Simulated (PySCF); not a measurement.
Gas-phase reaction: H2SiO + 4 O + 2 HCl ⇌ SiOCl2 + 4 OH

Computed with PySCF and rigid-rotor harmonic-oscillator thermochemistry at 1 bar. † marks an energy on the PBE0/def2-TZVP geometry and frequencies; other levels use their own. MP2 and CCSD(T) freeze the core. 6-31G* has spherical d functions here. Open shells (unrestricted): O (multiplicity 3, electronic degeneracy 9), OH (multiplicity 2, electronic degeneracy 4); the rest are closed-shell singlets. Spin-orbit splitting is ignored; it lowers the true energy and changes the entropy of O, OH. B3LYP is the form with VWN-RPA correlation. H2SiO, SiOCl2: computed as isolated molecules; such fragments, hydroxides, amides, oligomers or adducts are transient or little studied in the gas. MP2 isn't extrapolated to the basis-set limit; its ΔH°(298 K) is -907.4 kJ in def2-SVP and -1020.0 kJ in def2-TZVPP. CCSD(T) isn't extrapolated to the basis-set limit; its ΔH°(298 K) is -851.0 kJ in def2-SVP and -956.3 kJ in def2-TZVPP. The harmonic model lacks anharmonicity and excited electronic states, which grow with temperature; levels with a mode under 35 cm⁻¹ are left out. Warning, large T1 diagnostic: H2SiO (CCSD(T)/def2-TZVPP†).

```
level                ΔE electronic, kJ  ΔH°(298 K), kJ  ΔS°(298 K), J/K  ΔG°(1000 K), kJ
-------------------  -----------------  --------------  ---------------  ---------------
B3LYP/6-31G*                      -943            -925             -216             -706
CCSD(T)/def2-TZVPP†               -977            -956             -218             -736
HF/def2-TZVP†                     -556            -535             -218             -314
M06-2X/def2-TZVP†                -1036           -1015             -218             -795
MP2/def2-TZVPP†                  -1041           -1020             -218             -799
PBE/def2-TZVP†                   -1103           -1082             -218             -861
PBE0/def2-QZVP†                  -1048           -1026             -218             -806
LDA/def2-TZVP†                   -1273           -1252             -218            -1031
ωB97M-V/def2-TZVP†               -1036           -1015             -218             -794
```
ΔH° is lowest at LDA/def2-TZVP† and highest at HF/def2-TZVP†. No reference value is set beside these.
